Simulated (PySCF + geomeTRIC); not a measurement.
A geometry relaxed with BP86-D3(BJ)/def2-SVP (PySCF + geomeTRIC), charge 0, multiplicity 1:

```xyz
4

N      0.0008    -0.0018     0.3200
H     -0.5705    -0.7464    -0.1094
H     -0.3620     0.8678    -0.1011
H      0.9317    -0.1198    -0.1095
```

Problem. Write the SMILES of this molecule.

Solution. `N`
